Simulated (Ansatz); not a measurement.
Results of PBE in Ansatz (PAW) for tetradymite Bi2Te3.

Settings: plane-wave cutoff 500 eV, 10×10×10 k mesh, Fermi–Dirac smearing 0.05 eV, scalar-relativistic PAW data made under PBE.

Computed at the level's own relaxed cell.

Problem. Give the computed volume per atom, lattice parameter a and c axis length.

Solution. 
- volume per atom = 36.66 Å³/atom
- lattice parameter a = 4.448 Å
- c axis length = 32.094 Å

Measured, for comparison: lattice constant a 4.386 Å, lattice parameter c 30.497 Å (temperature not stated, not corrected to a static lattice; as tabulated in Luo et al. (2012), arXiv:1308.1523). Computed (rounded) less measured: lattice constant a +1.4 %, lattice parameter c +5.2 %.

Note: the cell comes from a level without a dispersion term, which matters for the spacing of layers, chains or molecules.

Spin–orbit coupling is not included; it can shift volumes and moduli of such heavy elements.

Static lattice: no zero-point or thermal effects.

Cost on a shared machine: very roughly 10 core-minutes.

Ansatz is a first-principles code.
